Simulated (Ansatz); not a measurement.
A nudged elastic band was laid between two geometries of CH5N2 (8 atoms, charge 1, multiplicity 1).

All numbers below come from Ansatz, RKS LDA/def2-SVP.

* movable images: 9
* climbing image: yes
* spring: 5.0 eV/Å²
* optimiser: quadratic models (default)
* start path: IDPP
* force threshold: 0.05 eV/Å
* iteration limit: 60
* end points: relaxed

First end point:

```xyz
8
Properties=species:S:1:pos:R:3
N -0.531 0.794 -0.690
C -0.032 0.207 0.368
N 0.557 -0.961 0.392
H -0.507 0.377 -1.631
H -0.975 1.717 -0.604
H -0.114 0.750 1.331
H 0.917 -1.337 1.278
H 0.685 -1.546 -0.446
```

Last end point:

```xyz
8
Properties=species:S:1:pos:R:3
N -0.531 0.794 -0.690
C -0.032 0.207 0.368
N 0.557 -0.961 0.392
H -0.507 0.377 -1.631
H -0.975 1.717 -0.604
H -0.114 0.750 1.331
H 0.685 -1.547 -0.445
H 0.917 -1.337 1.279
```

Task: What changes between the two ends?

Result: No bond is made or broken. The dihedral N1–C2–N3–H7 goes from 180 to 0°. The two ends are copies of one structure, up to a mirror image or an exchange of like atoms.

Task: Give the energies along the band, and the barrier.

Result: The run converged. The highest image is number 5 of 0 to 10, 122.8 kJ/mol above the ends, which have the same energy within 2 meV. A vibrational analysis at the climbing image gives one clearly imaginary mode, 748i cm⁻¹: a first-order saddle point. Limits of this set-up: the dipole of an ion depends on the origin.

```json
{"image": "0", "path coordinate (Å)": "0.00", "energy (kJ/mol)": "0.0", "dihedral N1–C2–N3–H7 (°)": "180"}
{"image": "1", "path coordinate (Å)": "0.35", "energy (kJ/mol)": "7.7", "dihedral N1–C2–N3–H7 (°)": "-166"}
{"image": "2", "path coordinate (Å)": "0.71", "energy (kJ/mol)": "32.9", "dihedral N1–C2–N3–H7 (°)": "-155"}
{"image": "3", "path coordinate (Å)": "1.06", "energy (kJ/mol)": "72.2", "dihedral N1–C2–N3–H7 (°)": "-146"}
{"image": "4", "path coordinate (Å)": "1.41", "energy (kJ/mol)": "108.2", "dihedral N1–C2–N3–H7 (°)": "-135"}
{"image": "5", "path coordinate (Å)": "1.77", "energy (kJ/mol)": "122.8", "dihedral N1–C2–N3–H7 (°)": "-121"}
{"image": "6", "path coordinate (Å)": "2.12", "energy (kJ/mol)": "108.2", "dihedral N1–C2–N3–H7 (°)": "-98"}
{"image": "7", "path coordinate (Å)": "2.47", "energy (kJ/mol)": "72.1", "dihedral N1–C2–N3–H7 (°)": "-69"}
{"image": "8", "path coordinate (Å)": "2.82", "energy (kJ/mol)": "32.9", "dihedral N1–C2–N3–H7 (°)": "-39"}
{"image": "9", "path coordinate (Å)": "3.18", "energy (kJ/mol)": "7.7", "dihedral N1–C2–N3–H7 (°)": "-16"}
{"image": "10", "path coordinate (Å)": "3.53", "energy (kJ/mol)": "0.0", "dihedral N1–C2–N3–H7 (°)": "0"}
```

Task: What is the geometry of the highest image?

Result: 
```xyz
8
Properties=species:S:1:pos:R:3
N -0.843 0.654 -0.530
C 0.105 0.270 0.251
N 0.610 -0.990 0.110
H -1.194 -0.015 -1.243
H -1.263 1.598 -0.469
H 0.455 1.017 1.008
H 0.505 -1.551 0.976
H 1.625 -0.983 -0.104
```

Task: What are the harmonic wavenumbers there?

Result: 748i, 508, 675, 719, 870, 962, 1025, 1144, 1229, 1352, 1457, 1487, 1736, 2989, 3339, 3368, 3422, 3474 cm⁻¹.

Time of the run: 63 s on 1 CPU thread of a shared host.
